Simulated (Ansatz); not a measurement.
Relaxation of CH4AlS (7 atoms, charge 1, multiplicity 1), to a largest force component of 0.02 eV/Å in at most 40 steps.

Level of theory: Ansatz, RKS PBE/6-31G*.

```xyz
7
Properties=species:S:1:pos:R:3:forces:R:3
C -1.315 0.118 -0.550 -0.64 0.37 0.50
S -0.065 -0.554 -1.332 0.76 -0.28 -0.17
Al 1.423 -0.166 0.504 0.29 -0.21 -0.31
H -2.284 0.169 -1.033 -0.48 0.01 -0.28
H -1.243 0.535 0.467 -0.04 0.00 -0.04
H 0.615 0.543 1.591 -0.56 0.39 0.52
H 2.868 -0.645 0.353 0.66 -0.29 -0.22
```

Q: Where does it end, and by what steps?

A: The run converged. After 8 steps the energy has fallen by 0.136 eV; H5 moved furthest, 0.23 Å.

| step | energy less start (eV) | largest force component (eV/Å) | accepted |
| --- | --- | --- | --- |
| 0 | 0.0000 | 0.762 | yes |
| 1 | -0.1077 | 0.344 | yes |
| 2 | 0.2260 | 2.398 | no |
| 3 | -0.1217 | 0.165 | yes |
| 4 | -0.1348 | 0.109 | yes |
| 5 | -0.1358 | 0.088 | yes |
| 6 | -0.1355 | 0.082 | no |
| 7 | -0.1363 | 0.026 | yes |
| 8 | -0.1364 | 0.014 | yes |

```xyz
7
Properties=species:S:1:pos:R:3
C -1.407 0.132 -0.577
S -0.034 -0.517 -1.202
Al 1.541 -0.159 0.598
H -2.322 0.112 -1.187
H -1.465 0.587 0.422
H 0.731 0.570 1.746
H 2.956 -0.726 0.200
```

Whether the end is a true minimum wasn't checked by a vibrational analysis.

The run took 12 s on 1 thread of Arm Neoverse V1, with other jobs on the host, peak memory 0.11 GiB.
